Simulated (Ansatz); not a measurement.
C₄H₈S (`C=C(C)SC`) at its PBE0-D4/def2-TZVP geometry, where that method's forces vanish. Total charge 0; spin multiplicity 1.

```
atom   x (Å)   y (Å)   z (Å)
  C1   0.684   1.937  -0.465
  C2   0.159   0.719  -0.343
  C3  -1.252   0.478   0.082
  S4   1.136  -0.664  -0.831
  C5   0.643  -1.942   0.337
  H6   0.076   2.818  -0.298
  H7   1.718   2.085  -0.753
  H8  -1.796  -0.098  -0.673
  H9  -1.767   1.426   0.240
 H10  -1.298  -0.088   1.016
 H11   1.251  -2.813   0.092
 H12  -0.407  -2.213   0.229
 H13   0.853  -1.646   1.365
```

(1) For each bond, give half the difference of the two atoms' forces along it (eV/Å; positive pushes the atoms apart) under PBE-D4, r2SCAN-D4, B3LYP-D4, ωB97M-V in def2-TZVPP. (Best estimate.)

Answers

(1) Computed: 
| bond | length (Å) | PBE-D4 | r2SCAN-D4 | B3LYP-D4 | ωB97M-V |
| --- | --- | --- | --- | --- | --- |
| C1–C2 | 1.332 | 0.43 | 0.21 | 0.01 | -0.17 |
| C1–H6 | 1.084 | 0.00 | -0.09 | -0.09 | -0.04 |
| C1–H7 | 1.083 | -0.01 | -0.09 | -0.07 | -0.02 |
| C2–C3 | 1.494 | -0.12 | 0.02 | 0.13 | 0.22 |
| C2–S4 | 1.762 | 0.01 | 0.02 | 0.15 | 0.16 |
| C3–H8 | 1.094 | 0.11 | -0.02 | -0.06 | -0.09 |
| C3–H9 | 1.091 | 0.11 | -0.03 | -0.08 | -0.09 |
| C3–H10 | 1.093 | 0.11 | -0.03 | -0.07 | -0.09 |
| S4–C5 | 1.800 | 0.15 | 0.15 | 0.27 | 0.13 |
| C5–H11 | 1.091 | 0.10 | -0.05 | -0.10 | -0.05 |
| C5–H12 | 1.090 | 0.10 | -0.04 | -0.09 | -0.08 |
| C5–H13 | 1.091 | 0.11 | -0.02 | -0.07 | -0.08 |

B3LYP here is the variant with VWN-RPA as its local correlation; programs differ in this.
